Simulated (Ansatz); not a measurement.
A CCSD(T) single point on C2H2FNO.

```yaml
crystal:
  periodic: [false, false, false]
  atoms:
    - {symbol: O, position_ang: [-1.500868, 0.242552, 0.585409]}
    - {symbol: C, position_ang: [-0.216970, 0.422312, 0.625451]}
    - {symbol: C, position_ang: [0.393504, -0.331263, -0.513801]}
    - {symbol: F, position_ang: [-0.411395, -1.011868, -1.327564]}
    - {symbol: N, position_ang: [1.627985, -0.344176, -0.727387]}
    - {symbol: H, position_ang: [-1.901681, 0.727523, 1.320215]}
    - {symbol: H, position_ang: [2.070623, 0.227021, -0.008026]}
basis:
  gaussian: {orbitals: def2-TZVPP}
correlation: {method: ccsd_t}
output: {orbitals: {seedname: orbitals}}
```

```sh
$ ansatz run in.yaml --threads 2 --pin off --events-out ev --progress --plain --max-ram 4352MiB
```

Output of Ansatz, abridged:

```
Functional definition: HF
1171 factors; integrals over basis functions are off by at most 8.9e-4 eV
mean field evaluation 1: about -8313.9509 eV, gradient 4.1e1 eV
mean field evaluation 2: about -8314.2068 eV, gradient 4.1e1 eV
mean field evaluation 4: about -8317.7230 eV, gradient 4.5e0 eV
mean field evaluation 8: about -8317.8217 eV, gradient 5.7e-1 eV
mean field evaluation 16: about -8317.8243 eV, gradient 1.3e-6 eV
mean field -8317.82429215 eV, -305.6744047127 hartree, gradient 1.3e-6 eV, S^2 0.000000; 0 other end points of the search recorded, 0 dependent functions left out; unrestricted orbitals would lower it
5 core orbitals not correlated: weight in the atoms' cores, before any rotation towards them, 1.000 or more for the frozen orbitals, at most 0.000 for the correlated occupied ones
reference -8317.82429215 eV, -305.6744047127 hartree; 14, 14 occupied and 164, 164 virtual orbitals, 1171 factors
second order -26.34925303 eV of doubles, -0.00000000 eV of singles
cycle   1  -26.00527254 eV  change    3.4e-1 eV  update   1.2e-1
cycle   2  -26.66600328 eV  change   -6.6e-1 eV  update   4.0e-2
cycle   3  -26.84974156 eV  change   -1.8e-1 eV  update   2.2e-2
cycle   4  -26.82643748 eV  change    2.3e-2 eV  update   6.0e-3
cycle   5  -26.82226194 eV  change    4.2e-3 eV  update   2.8e-3
cycle   6  -26.82449225 eV  change   -2.2e-3 eV  update   9.4e-4
cycle   7  -26.82403896 eV  change    4.5e-4 eV  update   4.3e-4
cycle   8  -26.82381614 eV  change    2.2e-4 eV  update   1.4e-4
cycle   9  -26.82387021 eV  change   -5.4e-5 eV  update   6.7e-5
cycle  10  -26.82389336 eV  change   -2.3e-5 eV  update   2.2e-5
perturbative correction -1.14156392 eV, -0.0419517001 hartree
Total energy: -8345.78974942 eV, -306.7021163118 hartree
```

Run time 58 s (2 threads of an Arm Neoverse V2 on a shared host); peak host memory 2.1 GiB.

The correlation energy is -27.965 eV, 4.1 % of it from (T); the T1 diagnostic reads 0.0161.
